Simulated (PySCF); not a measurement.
C₂H₆OS, SMILES CS(C)=O. Atoms are numbered in the order given.

```xyz
10

C     -0.1853    -0.8117    -1.3666
S      0.4521     0.2373     0.0000
C     -0.1853    -0.8117     1.3666
O     -0.3951     1.4856     0.0000
H      0.0485    -0.2751    -2.2960
H      0.3033    -1.7973    -1.3612
H     -1.2756    -0.8981    -1.2515
H     -1.2756    -0.8981     1.2515
H      0.0485    -0.2751     2.2960
H      0.3033    -1.7973     1.3612
```
Charge 0, spin multiplicity 1.

Geometry optimised at B3LYP-D3(BJ)/def2-SVP.

These are TDA-PBE/def2-SVPD run with PySCF 2.14.0 values and carry that method's errors.

Vertical excitations. Isolated molecule, no solvent. State labels are in the subgroup Cs.

```json
[
 {"state": "S1", "symmetry": "A'", "energy (eV)": "5.24", "λ (nm)": "236", "f": "0.006", "main pairs": "HOMO→LUMO+1 98 %"},
 {"state": "S2", "symmetry": "A\"", "energy (eV)": "5.40", "λ (nm)": "230", "f": "0.051", "main pairs": "HOMO→LUMO 95 %"},
 {"state": "S3", "symmetry": "A'", "energy (eV)": "5.56", "λ (nm)": "223", "f": "0.012", "main pairs": "HOMO→LUMO+2 92 %"},
 {"state": "S4", "symmetry": "A'", "energy (eV)": "5.96", "λ (nm)": "208", "f": "0.072", "main pairs": "HOMO→LUMO+3 94 %"},
 {"state": "S5", "symmetry": "A\"", "energy (eV)": "6.21", "λ (nm)": "200", "f": "0.010", "main pairs": "HOMO−1→LUMO+1 92 %"},
 {"state": "S6", "symmetry": "A'", "energy (eV)": "6.32", "λ (nm)": "196", "f": "0.051", "main pairs": "HOMO→LUMO+4 93 %"},
 {"state": "S7", "symmetry": "A\"", "energy (eV)": "6.36", "λ (nm)": "195", "f": "0.000", "main pairs": "HOMO−1→LUMO+2 91 %"},
 {"state": "S8", "symmetry": "A'", "energy (eV)": "6.48", "λ (nm)": "191", "f": "0.001", "main pairs": "HOMO→LUMO+5 99 %"},
 {"state": "S9", "symmetry": "A\"", "energy (eV)": "6.58", "λ (nm)": "188", "f": "0.000", "main pairs": "HOMO→LUMO+6 92 %"},
 {"state": "S10", "symmetry": "A'", "energy (eV)": "6.64", "λ (nm)": "187", "f": "0.052", "main pairs": "HOMO−1→LUMO 74 %"},
 {"state": "T1", "symmetry": "A\"", "energy (eV)": "4.81", "λ (nm)": "258", "f": "0", "main pairs": "HOMO→LUMO 98 %"},
 {"state": "T2", "symmetry": "A'", "energy (eV)": "4.84", "λ (nm)": "256", "f": "0", "main pairs": "HOMO→LUMO+2 92 %"},
 {"state": "T3", "symmetry": "A'", "energy (eV)": "5.11", "λ (nm)": "243", "f": "0", "main pairs": "HOMO→LUMO+1 93 %"},
 {"state": "T4", "symmetry": "A'", "energy (eV)": "5.66", "λ (nm)": "219", "f": "0", "main pairs": "HOMO→LUMO+3 83 %, HOMO−1→LUMO 16 %"}
]
```
Triplets are in the Tamm–Dancoff approximation.
